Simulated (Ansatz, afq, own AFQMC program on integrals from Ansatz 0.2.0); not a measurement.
CH3, doublet in 6-31G, levels against full CI

```xyz
4

C     0.0326   -0.0547    0.0002
H     1.1125   -0.0407   -0.0002
H    -1.0052    1.6900   -0.0050
H    -0.4953   -0.9970    0.0032
```

Basis 6-31G. Only valence electrons are correlated. Ansatz 0.2.0 and our own AFQMC program on the same integrals; the CISD trial comes from CCSD amplitudes, and released means the phaseless constraint is let go. Error bars are statistical, one sigma.

Determinant: ROHF, the one that the program's search chose, which needn't be the lowest solution. The geometry is a point of a scan.

Full CI on the same integrals is exact in this basis and with this determinant's frozen core.

Cautions: a spin-contaminated unrestricted determinant lies lower (UHF 1.39 eV lower, ⟨S²⟩ 1.49); strong correlation (T1 0.051, weight of the determinant 0.82, largest double 0.30).

```
T1 diagnostic                               : 0.0508
weight of the determinant in the CISD state : 0.821
size of the correlated space                : 7 electrons in 14 orbitals
```

```json
{"level": "MP2", "correlation energy (eV)": "-2.6530"}
{"level": "CCSD", "correlation energy (eV)": "-3.8119"}
{"level": "CCSD(T)", "correlation energy (eV)": "-3.9189"}
```

**Question.** Estimate where AFQMC with the constraint released lies against CCSD(T) on the same integrals.

**Answer.** 0.30 ± 0.06 kcal/mol below CCSD(T).

Reference: full CI, correlation energy -3.936 eV. The released energy is read at 2.40 1/Eh (meV from the phaseless value at times in 1/Eh: 1 ± 3 at 0.24, -1 ± 3 at 0.51, -4.2 ± 1.7 at 0.99, -8 ± 3 at 1.62, -9 ± 3 at 2.40).

| level | E − E(reference) (kcal/mol) | share of correlation (%) |
| --- | --- | --- |
| CCSD(T) | 0.39 | 99.57 |
| CCSDT | 0.10 | 99.89 |
| CCSDT(Q) | -0.01 | 100.01 |
| CCSDTQ | 0.01 | 99.99 |
| ph-AFQMC/CISD | 0.29 ± 0.11 | 99.68 |
| released AFQMC | 0.09 ± 0.06 | 99.90 |

CCSDT and higher add their correlation energy to the determinant of the CCSD(T) run, since their own runs factorise the integrals more tightly (a shift of under 2 meV). A walk keeps the symmetry of its determinant, which the program's search chose and which needn't be the lowest solution, so a lower state of the same spin and another symmetry isn't excluded. Released energies are given only where the last usable release times agree within the noise; a slower fall can still hide under it.
